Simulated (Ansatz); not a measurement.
**HSiBr, triplet in cc-pVDZ: errors against UCCSDT(Q)**

Geometry: that of the HSiBr, singlet, kept fixed.

```xyz
3

Si    0.0000   -0.0961    1.6420
Br    0.0000    0.0159   -0.6002
H     0.0000    1.4202    1.8240
```

Basis cc-pVDZ; Ansatz 0.2.0. Only valence electrons are correlated (noble-gas cores and the filled d shells of p-block atoms frozen), which leaves 12 electrons in 31 orbitals. R marks a restricted (for open shells ROHF) determinant, U an unrestricted one. Active spaces: valence = (12e, 9o) chosen from the atoms' valence shells. No spin–orbit coupling is included, and no scalar relativity.

Full CI isn't at hand for all of this; UCCSDT(Q) serves as the reference, and is uncertain by about the last step of the cluster series. The frozen core follows each run's orbitals, which can shift R against U totals by a few meV for light atoms and by up to 0.1 eV past Ca.

The UHF ⟨S²⟩ is 2.008, the T1 diagnostic (RCCSD) is 0.0298 and the largest doubles amplitude (RCCSD) is 0.034. The T1 diagnostic (UCCSD) is 0.0239.

```
   level  E − E(UCCSDT(Q)) (meV)  share of correlation (%)  wall time
     UHF                    5727                      1.10          –
    UMP2                     895                     84.54          –
   UCCSD                     179                     96.90          –
UCCSD(T)                      38                     99.35      2.3 s
  UCCSDT                      12                     99.79          –
```

The correlation energy at UCCSDT(Q), counted from RHF, is -5.790 eV. That run took 15 s on 1 thread of Arm Neoverse V2, shared host.

Run but not shown, since their state or frozen core can't be matched to the reference's or they repeat it: RHF, RMP2, CISD, RCCSD, RCCSD(T), BCCD(T), RCCSDT, RCCSDT(Q), CASSCF (valence space), NEVPT2 (valence space), MRCISD (valence space), MRCISD+Q (valence space).

Times hold each run's SCF and search for its determinant on a shared host, so for small cases they say little of a method's own cost; they ran on 1 thread of Arm Neoverse V2.

Natural occupations of CASSCF (valence space) about the gap: 1.996 1.980 1.969 1.005 1.003 0.027 0.024; effectively unpaired electrons, Σ n²(2−n)², 2.01.
